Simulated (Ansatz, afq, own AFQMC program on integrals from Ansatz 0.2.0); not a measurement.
# Where AFQMC and coupled cluster stand for CHN, singlet

```xyz
3

N     0.0000    0.0000    0.0113
C     0.0000    0.0000   -1.0197
H     0.0000    0.0000    1.0083
```

Connectivity, by distances: NH–C.

Basis cc-pVDZ. Only valence electrons are correlated. Ansatz 0.2.0 and our own AFQMC program on the same integrals; the CISD trial comes from CCSD amplitudes, and released means the phaseless constraint is let go. Uncertainties: one standard error, sampling alone.

Determinant: RHF, the one that the program's search chose, which needn't be the lowest solution. The geometry is a point of a scan.

No full CI on the walks' own integrals is used here; CCSDT(Q) serves as the reference and is uncertain by about the last step of the cluster series.

Cautions: the released energies move by 1.5 errors or more from one time to the next, so no released level is given (meV from the phaseless value at times in 1/Eh: -13 ± 9 at 0.24, -20 ± 8 at 0.51, -29 ± 10 at 0.99, 7 ± 10 at 1.62, 2 ± 15 at 2.40), though the last usable value meets CCSDT(Q) within the noise.

* T1 diagnostic: 0.0115
* weight of the determinant in the CISD state: 0.907
* size of the correlated space: 10 electrons in 31 orbitals

Reference: CCSDT(Q), correlation energy -7.569 eV.

```tsv
level	E − E(reference) (meV)	share of correlation (%)
HF	7569.5	0.00
MP2	714.4	90.56
CCSD	259.8	96.57
CCSD(T)	28.9	99.62
CCSDT	17.5	99.77
ph-AFQMC/CISD	19.1 ± 10.3	99.75
```

A walk keeps the symmetry of its determinant, which the program's search chose and which needn't be the lowest solution, so a lower state of the same spin and another symmetry isn't excluded.
